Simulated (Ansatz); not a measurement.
# CHSi (sextet): from Hartree-Fock to the top rungs, cc-pVTZ

An exercise on one series of results from a longer session: the logs are not shown, and one member is left open.

Method: cc-pVTZ, core rule «outside noble gas», up to 6 orbitals frozen; program: Ansatz 0.2.0, Gaussian basis.

To be run: UHF; CCSD(T) on ROHF; CCSD(T) on UHF; BCCD(T) on ROHF; CCSDT(Q) on ROHF; CCSDT(Q) on UHF; CASSCF and MRCISD+Q, 9 electrons in 9 orbitals; CASSCF and NEVPT2, 9 electrons in 9 orbitals.

5 further runs of the same task are left out: 5 set aside as unsound or not needed.

## The geometry

The geometry is a PBE0/def2-TZVP stationary point (not a proven minimum) of the parent state, kept for this charge and spin.

3 atoms, charge 0, spin multiplicity 6.

Atoms are counted from 1 here; the program's logs count them from 0.

Bond lengths: Si1–C2 1.840 Å, Si1–H3 1.533 Å. Angles: C2–Si1–H3 97.9°.

As a file:

```
Si    0.00000   -0.08323    0.52723
C     0.00000    0.07622   -1.30575
H     0.00000    1.41090    0.86854
```

The first run:

Contents of in.yaml:

```yaml
crystal:
  periodic: [false, false, false]
  atoms:
    - {symbol: Si, position_ang: [0.000000, -0.083231, 0.527232]}
    - {symbol: C, position_ang: [0.000000, 0.076222, -1.305753]}
    - {symbol: H, position_ang: [0.000000, 1.410897, 0.868536]}
basis:
  gaussian: {orbitals: cc-pVTZ}
magnetization: {spin_polarized: true, initial_magnetization: 5}
hamiltonian: {xc: hf}
output: {orbitals: {seedname: orbitals}}
```

The run is started by

```bash
$ ansatz run in.yaml --threads 1 --pin off --events-out ev --progress --plain --max-ram 3968MiB --backend cpu
```

Among the steps run: UHF; CCSD(T) on ROHF; CCSD(T) on UHF; BCCD(T) on ROHF; CCSDT(Q) on ROHF; CCSDT(Q) on UHF; CASSCF and MRCISD+Q, 9 electrons in 9 orbitals; CASSCF and NEVPT2, 9 electrons in 9 orbitals.

One of the session's tables, all rows but one given; the rest of the session is left out.

| method | from UCCSDT(Q) (meV) |
| --- | --- |
| ROHF | +4993.1 |
| UHF | +4908.3 |
| RMP2 | +1043.4 |
| UMP2 | +1041.4 |
| RCCSD | +219.2 |
| UCCSD | +214.4 |
| RCCSD(T) | +46.1 |
| UCCSD(T) | +42.7 |
| BCCD(T) | +44.1 |
| RCCSDT | +10.1 |
| UCCSDT | +6.6 |
| RCCSDT(Q) | +3.7 |
| UCCSDT(Q) | 0 |
| CASSCF valence | ? |
| NEVPT2 valence | +1048.5 |
| MRCISD valence | +375.7 |
| MRCISD+Q valence | +115.3 |

Q: Estimate the row for CASSCF valence from the others.

**Answer.** from UCCSDT(Q) (meV): +4122.6. In the column «from UCCSDT(Q) (meV)» it lies between NEVPT2 valence (+1048.5) and UHF (+4908.3).

Some runs used a GPU and others CPU threads alone; cost is compared among the CPU runs only.

Among the levels timed on like hardware, those that no quicker one beats, quickest first: RCCSD(T) (2.5 s, +46.1 meV); UCCSD(T) (2.9 s, +42.7 meV).

Caveats from the session: Of the multireference levels listed MRCISD+Q valence comes nearest in total energy (+115.3 meV), which doesn't show that its space is the better one. Restricted and unrestricted rows rest on different reference determinants; where their highest levels disagree by more than a few hundredths of an eV, they describe different states and don't form one ladder.
